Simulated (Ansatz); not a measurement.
Input file:

```yaml
crystal:
  periodic: [false, false, false]
  atoms:
    - {symbol: Si, position_ang: [0.000000, -0.088069, 1.200716]}
    - {symbol: Al, position_ang: [0.000000, 0.045214, -1.184371]}
    - {symbol: H, position_ang: [0.000000, 1.090439, 2.125646]}
    - {symbol: H, position_ang: [0.000000, 1.468638, -1.885604]}
    - {symbol: H, position_ang: [0.000000, -1.315430, -1.992670]}
basis:
  gaussian: {orbitals: cc-pVDZ}
magnetization: {spin_polarized: true, initial_magnetization: 4}
correlation: {method: mp2, electrons: outside_noble_gas}
output: {forces: true}
```

```sh
$ ansatz run in.yaml --threads 1 --pin off --events-out ev --progress --plain --max-ram 2393MiB
```

The program prints:

```
494 factors; integrals over basis functions are off by at most 1.2e-3 eV
mean field evaluation 1: about -14484.0500 eV, gradient 9.3e0 eV
mean field evaluation 2: about -14484.0549 eV, gradient 9.3e0 eV
mean field evaluation 4: about -14485.5039 eV, gradient 1.6e0 eV
mean field evaluation 8: about -14485.6284 eV, gradient 2.1e-1 eV
mean field evaluation 16: about -14485.6386 eV, gradient 1.7e-6 eV
mean field evaluation 32: about -14484.8485 eV, gradient 9.3e-5 eV
mean field evaluation 64: about -14485.1747 eV, gradient 1.6e0 eV
mean field -14485.63861362 eV, -532.3374003319 hartree, gradient 1.7e-6 eV, S^2 6.009463; 11 other end points of the search recorded, 0 dependent functions left out
10 core orbitals not correlated: weight in the atoms' cores, before any rotation towards them, 1.000 or more for the frozen orbitals, at most 0.000 for the correlated occupied ones
reference -14485.63861362 eV, -532.3374003319 hartree; 7, 3 occupied and 34, 38 virtual orbitals, 494 factors
second order -3.35792202 eV of doubles, -0.00000000 eV of singles
the calculation of the forces begins
Total energy: -14488.99653564 eV, -532.4608016902 hartree
Atom 0 at     0.000000    -0.088069     1.200716 Å, force    -0.000000    -1.078308     2.544658 eV/Å
Atom 1 at     0.000000     0.045214    -1.184371 Å, force     0.000000     1.271585    -3.273682 eV/Å
Atom 2 at     0.000000     1.090439     2.125646 Å, force    -0.000000     0.328668    -0.362180 eV/Å
Atom 3 at     0.000000     1.468638    -1.885604 Å, force     0.000000     0.146151     0.415234 eV/Å
Atom 4 at     0.000000    -1.315430    -1.992670 Å, force    -0.000000    -0.668097     0.675971 eV/Å
Dipole moment:    -0.000000    -0.046243     0.774565 e Å
```

Forces (eV/Å):
```
Si   0.000 -1.078  2.545
Al   0.000  1.272 -3.274
H    0.000  0.329 -0.362
H    0.000  0.146  0.415
H    0.000 -0.668  0.676
```

Ran on 1 thread of Arm Neoverse N1, shared host: 3.4 s wall, 0.18 GiB peak host memory.
